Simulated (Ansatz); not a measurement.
Basis-set extrapolation for C2H4F2O (`FCOCF`) (PBE0-D4/def2-TZVP geometry, frozen core, Ansatz). Multiplicity 1, RHF reference.

```json
{"": "HF", "def2-TZVPP": "-351.946933", "def2-QZVPP": "-351.962692"}
{"": "MP2 correlation", "def2-TZVPP": "-1.069204", "def2-QZVPP": "-1.159067"}
{"": "CCSD(T) correlation", "def2-TZVPP": "-1.127343", "def2-QZVPP": "not run"}
```

Energies in hartree. Use E(X) = E(∞) + A·exp(−7.88·√X) for Hartree–Fock and E(X) = E(∞) + B·X^(−2.97) for correlation, with X = 3 and 4, and add CCSD(T) minus MP2 of the smaller set to the MP2 limit.

Q: What is the CCSD(T) energy at the basis-set limit?

A: HF limit: -351.962692 + (-0.015759) × 0.13774 = -351.96486. MP2 limit: -1.159067 + (-0.089863) × 0.74074 = -1.22563. Higher-order term: -1.127343 − (-1.069204) = -0.05814. Total: -353.24863 hartree, 109.4 kcal/mol below CCSD(T)/def2-TZVPP.
